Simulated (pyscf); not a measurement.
HO–Si(OH)(OH)–Cl + hydrogen fluoride (HF) -> HO–Si(OH)(OH)–F + hydrogen chloride (HCl) (four-centre exchange; singlet surface; Cl–Si, F–H broken, F–Si, Cl–H formed). Optimised with ωB97X-D3(BJ)/def2-SVP in PySCF. Energies in kJ/mol from the separated reactants.

```tsv
level	barrier	reaction energy
ωB97X-D3(BJ)/def2-TZVP	100.9	-43.4
r²SCAN/def2-TZVP	78.3	-54.0
B3LYP-D3(BJ)/def2-TZVP	94.9	-53.8
PBE0-D3(BJ)/def2-TZVP	90.2	-45.2
M06-2X/def2-TZVP	[?]	-55.8
ωB97M-D3(BJ)/def2-TZVP	[?]	[?]
```

### Question
What belongs in the gaps?

### Answer

- M06-2X/def2-TZVP, barrier: 97.5
- ωB97M-D3(BJ)/def2-TZVP, barrier: 95.7
- ωB97M-D3(BJ)/def2-TZVP, reaction energy: -52.9

The functionals in the table span 22.7 kJ/mol in this barrier, from r²SCAN to ωB97X-D3(BJ). On the reactant side the descent ends in a complex, 28.7 kJ/mol under the separated species and 129.6 kJ/mol under the saddle at ωB97X-D3(BJ)/def2-TZVP. On the product side the descent ends in a complex, 20.3 kJ/mol under the separated species and 164.7 kJ/mol under the saddle at ωB97X-D3(BJ)/def2-TZVP. One saddle was located; it need not be the lowest between these sides.
